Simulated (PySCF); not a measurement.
# A diatomic session: AlS+

One job finds the state of AlS+, follows it along the bond with each method and fits the curves.

Computed with PySCF 2.14.0. Level: Al 6-311G(d,p), S 6-311G(d,p), no relativity.

## (1) The job

A driver script around PySCF takes these settings:

| Quantity | Value |
| --- | --- |
| atoms | Al, S |
| charge | 1 |
| basis | Al 6-311G(d,p), S 6-311G(d,p) |
| Hamiltonian | no relativity |
| basis functions | 52 |
| electrons treated | 28 |
| masses in u | 26.9815, 31.9721 |
| levels | PBE0, PBE, r²SCAN, TPSSh, revPBE, B97-3, CAM-B3LYP, HF, MP2, SCS-MP2, CCSD, CCSD(T) |
| grid | 80 radial by 434 angular points |
| occupations | held fixed by the projection of orbital angular momentum |
| dissociation limit | Al+ + S, each in its ground configuration |
| starting distance in angstrom | 2.280 |
| values of 2S to try | 0, 2 |

Command:

```console
$ OMP_NUM_THREADS=1 python dia.py task.json out
```

After this run come: PBE0 along the bond; Other states along the same grid; PBE; r²SCAN; TPSSh (hybrid meta-GGA); revPBE; B97-3 (global hybrid GGA); CAM-B3LYP (range-separated hybrid); UHF; MP2 and coupled cluster.

Q: Predict the outcome of this session. Wanted: for each run, Re; ωe; De; μ.

**Answer**, as computed:

Lowest PBE0 solution found, without spin–orbit coupling: ³Π (triplet), unpaired electrons σ ↑, π ↑. State 2 has its PBE0 minimum 0.12 eV higher, as a spin-mixed determinant (⟨S²⟩ = 1.01), so this is no gap between pure states. State 3 has its PBE0 minimum 0.42 eV higher. State 4 has its PBE0 minimum 0.59 eV higher. The other levels ran on the lowest alone.

```csv
level,Re (Å),ωe (cm⁻¹),De (eV),μ (D)
UHF,2.174,447,0.211,-5.38
UHF-MP2,2.163,501,0.63,n/a
UHF-SCS-MP2,2.173,481,0.479,n/a
UHF-CCSD,2.195,419,0.446,n/a
UHF-CCSD(T),2.195,437,0.56,n/a
PBE,2.207,444,1.17,-4.43
revPBE,2.214,439,1.06,-4.51
r²SCAN,2.175,483,1.31,-4.69
TPSSh,2.187,466,1.13,-4.62
PBE0,2.183,463,1.04,-4.68
B97-3,2.191,457,0.96,-4.66
CAM-B3LYP,2.186,445,0.76,-4.76
```

De is counted to Al+ + S in their ground configurations. A positive dipole points from Al to S; in an ion it is taken about the centre of mass and does not tell which atom is negative.

Bond lengths run from 2.163 Å (UHF-MP2) to 2.214 Å (revPBE). CCSD(T) can't serve as the judge here: for a weak bond in this basis it is far from its limit. Of the levels with a De here, UHF gives the least (0.211 eV) and r²SCAN the most (1.31 eV).

Correlated steps freeze 10 core orbitals.
